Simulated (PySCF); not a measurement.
HN2, SMILES [NH+]#N, charge +1.

The structure is a stationary point at PBE0-D3(BJ)/def2-TZVPD. The isomer is the one that the SMILES or the coordinates give; other isomers of the formula were not compared.

These are PySCF with TDDFT-PBE0/def2-TZVPD values and carry that method's errors.

Vertical excitations; the highest root listed may be one member of a degenerate set. Isolated molecule, no solvent. State labels are in the subgroup C2v.

```json
[
 {"state": "S1", "symmetry": "A2", "energy (eV)": "9.57", "λ (nm)": "130", "f": "0.000", "main pairs": "HOMO−2→LUMO+1 50 %, HOMO−1→LUMO 50 %"},
 {"state": "S2", "symmetry": "A1", "energy (eV)": "10.11", "λ (nm)": "123", "f": "0.000", "main pairs": "HOMO−2→LUMO, HOMO−1→LUMO+1 (degenerate set)"},
 {"state": "S3", "symmetry": "A2", "energy (eV)": "10.11", "λ (nm)": "123", "f": "0.000", "main pairs": "HOMO−1→LUMO, HOMO−2→LUMO+1 (degenerate set)"},
 {"state": "S4", "symmetry": "B1", "energy (eV)": "10.30", "λ (nm)": "120", "f": "0.031", "main pairs": "HOMO→LUMO (degenerate set)"},
 {"state": "S5", "symmetry": "B2", "energy (eV)": "10.30", "λ (nm)": "120", "f": "0.031", "main pairs": "HOMO→LUMO+1 (degenerate set)"},
 {"state": "S6", "symmetry": "A1", "energy (eV)": "13.96", "λ (nm)": "89", "f": "0.000", "main pairs": "HOMO→LUMO+2 86 %"},
 {"state": "S7", "symmetry": "B2", "energy (eV)": "14.40", "λ (nm)": "86", "f": "0.001", "main pairs": "HOMO−1→LUMO+2 (degenerate set)"},
 {"state": "S8", "symmetry": "B1", "energy (eV)": "14.40", "λ (nm)": "86", "f": "0.001", "main pairs": "HOMO−2→LUMO+2 (degenerate set)"},
 {"state": "S9", "symmetry": "A1", "energy (eV)": "15.78", "λ (nm)": "79", "f": "0.858", "main pairs": "HOMO−1→LUMO+1 34 %, HOMO−2→LUMO 34 %, HOMO→LUMO+3 15 %, HOMO→LUMO+2 10 %"},
 {"state": "S10", "symmetry": "A1", "energy (eV)": "16.60", "λ (nm)": "75", "f": "0.089", "main pairs": "HOMO→LUMO+3 85 %"},
 {"state": "T1", "symmetry": "A1", "energy (eV)": "7.59", "λ (nm)": "163", "f": "0", "main pairs": "HOMO−2→LUMO 49 %, HOMO−1→LUMO+1 49 %"},
 {"state": "T2", "symmetry": "B1", "energy (eV)": "7.84", "λ (nm)": "158", "f": "0", "main pairs": "HOMO→LUMO (degenerate set)"},
 {"state": "T3", "symmetry": "B2", "energy (eV)": "7.84", "λ (nm)": "158", "f": "0", "main pairs": "HOMO→LUMO+1 (degenerate set)"},
 {"state": "T4", "symmetry": "A2", "energy (eV)": "8.35", "λ (nm)": "148", "f": "0", "main pairs": "HOMO−1→LUMO 50 %, HOMO−2→LUMO+1 50 %"}
]
```
Triplets are in the Tamm–Dancoff approximation, which puts them higher than full response would, so one can lie above its singlet here.
